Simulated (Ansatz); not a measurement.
# NH₄ (doublet): from Hartree-Fock to the top rungs at distance N1–H4 along a hydrogen transfer = 1.126 Å, cc-pVTZ

Aim: climb from Hartree-Fock through coupled cluster and multireference methods for NH₄ (doublet) at one geometry and basis, and see what each rung misses.

The runs use Ansatz 0.2.0, Gaussian basis; cc-pVTZ, core rule «outside noble gas», up to 1 orbitals frozen.

The runs, in order: UHF; CCSD(T) on ROHF; CCSD(T) on UHF; BCCD(T) on ROHF; CISD; CCSDT(Q) on ROHF; CCSDT(Q) on UHF; CASSCF and MRCISD+Q, 3 electrons in 3 orbitals; CASSCF and NEVPT2, 3 electrons in 3 orbitals; CASSCF and MRCISD+Q, 9 electrons in 8 orbitals; CASSCF and NEVPT2, 9 electrons in 8 orbitals.

**1. The system**

The geometry derives from fragments relaxed apart (PBE0/def2-TZVP) and kept rigid, so it is no stationary point. A hydrogen atom is moved between rigid fragments.

5 atoms, charge 0, spin multiplicity 2.

Atoms are counted from 1 here; the program's logs count them from 0.

Bond lengths: N1–H2 1.012 Å, N1–H3 1.012 Å, N1–H4 1.126 Å. Angles: H2–N1–H3 107.1°, H2–N1–H4 107.1°, H3–N1–H4 107.1°.

Coordinates:

```xyz
5

N    -0.1427   -0.0316   -0.0492
H    -0.4400    0.9362   -0.0492
H    -0.4400   -0.4339    0.8311
H     0.9833   -0.0316   -0.0492
H     1.8803   -0.0316   -0.0492
```

**2. UHF**

Contents of in.yaml:

```yaml
crystal:
  periodic: [false, false, false]
  atoms:
    - {symbol: N, position_ang: [-0.142735, -0.031601, -0.049186]}
    - {symbol: H, position_ang: [-0.440015, 0.936233, -0.049186]}
    - {symbol: H, position_ang: [-0.440014, -0.433900, 0.831073]}
    - {symbol: H, position_ang: [0.983265, -0.031600, -0.049187]}
    - {symbol: H, position_ang: [1.880265, -0.031600, -0.049187]}
basis:
  gaussian: {orbitals: cc-pVTZ}
magnetization: {spin_polarized: true, initial_magnetization: 1}
hamiltonian: {xc: hf}
output: {orbitals: {seedname: orbitals}}
```

Launch:

```sh
ansatz run in.yaml --threads 1 --pin off --events-out ev --progress --plain --max-ram 5632MiB --backend cpu
```

The runs that follow: CCSD(T) on ROHF; CCSD(T) on UHF; BCCD(T) on ROHF; CISD; CCSDT(Q) on ROHF; CCSDT(Q) on UHF; CASSCF and MRCISD+Q, 3 electrons in 3 orbitals; CASSCF and NEVPT2, 3 electrons in 3 orbitals; CASSCF and MRCISD+Q, 9 electrons in 8 orbitals; CASSCF and NEVPT2, 9 electrons in 8 orbitals.

**Question.** What will the summary of the whole plan be? Wanted: UCCSDT(Q) below the RHF energy; RMP2 from UCCSDT(Q); UMP2 from UCCSDT(Q); RCCSD from UCCSDT(Q); RCCSD(T) from UCCSDT(Q); UCCSD(T) from UCCSDT(Q); RCCSDT(Q) from UCCSDT(Q); NEVPT2 pair from UCCSDT(Q); MRCISD+Q pair from UCCSDT(Q).

The runs gave:

```
                         quantity                                                                     value
   UCCSDT(Q) below the RHF energy                                                                -7.6324 eV
              RMP2 from UCCSDT(Q)                                                              +63.5 kJ/mol
              UMP2 from UCCSDT(Q)                                                              +71.0 kJ/mol
             RCCSD from UCCSDT(Q)                                                              +25.5 kJ/mol
          RCCSD(T) from UCCSDT(Q)                                                               +1.9 kJ/mol
          UCCSD(T) from UCCSDT(Q)                                                               +2.0 kJ/mol
         RCCSDT(Q) from UCCSDT(Q)                                                                0.0 kJ/mol
       NEVPT2 pair from UCCSDT(Q)                                                              +67.9 kJ/mol
     MRCISD+Q pair from UCCSDT(Q)                                                              +10.9 kJ/mol
    NEVPT2 valence from UCCSDT(Q)                                                              +95.4 kJ/mol
levels within 1 kcal/mol (43 meV)  RCCSD(T), UCCSD(T), BCCD(T), RCCSDT, UCCSDT, RCCSDT(Q), MRCISD+Q valence
                    T1 diagnostic                                                                     0.025
   effectively unpaired electrons                                                                      1.01
```

RCCSD(T) lands +1.9 kJ/mol from the yardstick (0.3 % of the correlation energy). One determinant dominates. Of the multireference levels listed MRCISD+Q valence comes nearest in total energy (+3.9 kJ/mol), which doesn't show that its space is the better one. These misses are within one basis, not against nature; the frozen cores of restricted and unrestricted runs differ, which can shift their rows.
